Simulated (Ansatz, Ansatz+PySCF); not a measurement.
```yaml
atoms:
  - { symbol: S, position_ang: [0.0441, -0.0234, -0.1015] }
  - { symbol: H, position_ang: [0.0250, 0.9945, 0.7955] }
  - { symbol: H, position_ang: [0.0350, -0.9930, 0.8606] }
```

RHF on singlet H₂S was run in several spherical basis sets with Ansatz (development build ahead of 0.2.0).

Task: Rank the basis sets by the total energy that they give, lowest first, with the distance from the lowest.
A. aug-cc-pVDZ
B. cc-pVDZ
C. def2-SVP
D. STO-3G
E. cc-pVTZ
F. 6-31G(d)
G. 6-31G
H. def2-TZVP

Result: E (0.00 eV), H (0.18 eV), A (0.39 eV), B (0.49 eV), F (1.30 eV), G (2.31 eV), C (3.96 eV), D (119.78 eV).

Totals follow the description of the cores as much as that of the bonds, so this order isn't one of quality for chemistry.
